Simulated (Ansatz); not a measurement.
BH2(CCH) (C₂H₃B). The state is a singlet with charge 0. Geometry relaxed at PBE0-D4/def2-TZVP.

```xyz
6

B     1.047    0.149    0.407
H     1.577   -0.727    1.020
H     1.616    1.182    0.220
C    -0.340   -0.048   -0.132
C    -1.457   -0.208   -0.566
H    -2.442   -0.348   -0.949
```

(1) Estimate the harmonic wavenumbers at RKS PBE0-D4/def2-TZVP (Ansatz, unscaled). Is this a minimum?

Answers

(1) 258, 301, 636, 797, 873, 924, 995, 1223, 2158, 2604, 2686, 3466 cm⁻¹. Yes, no mode is imaginary beyond noise. Zero-point energy 101.2 kJ/mol. It took 14 s on 4 threads of Arm Neoverse V2 on a shared host.
